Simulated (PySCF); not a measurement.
Cubic BN: correlation energy from several methods in one and the same small orbital space (PySCF; 2 atoms at the zone centre, 8 electrons in 17 orbitals, empty ones MP2 natural orbitals of a TZ basis, lattice constant set to 3.7968 Å). Its volume lies 16 % above that of the crystal's usual cell. It tests the methods against each other and lies far from the crystal's limit.

Full CI gives -2.8807 eV per atom.

### Question
What share of it do MP2, CCSD, CCSD(T), CCSDT, CCSDT(Q), CCSDTQ recover?

### Answer
MP2 79.4 %; CCSD 97.7 %; CCSD(T) 99.3 %; CCSDT 99.8 %; CCSDT(Q) 100.0 %; CCSDTQ 100.0 %.

```
method    E_corr (eV per atom)  share of full CI (%)  error (meV)
--------  --------------------  --------------------  -----------
MP2                    -2.2869                  79.4          594
CCSD                   -2.8144                  97.7           66
CCSD(T)                -2.8617                  99.3           19
CCSDT                  -2.8741                  99.8            7
CCSDT(Q)               -2.8798                 100.0            1
CCSDTQ                 -2.8806                 100.0            0
full CI                -2.8807                 100.0            0
```

The Hartree–Fock determinant has a weight of 0.91 in the full CI state.

MP2, (T) and (Q) use filled levels shifted down by the Madelung term, which in so small a cell is a large part of the gap, so these rows hang on it.
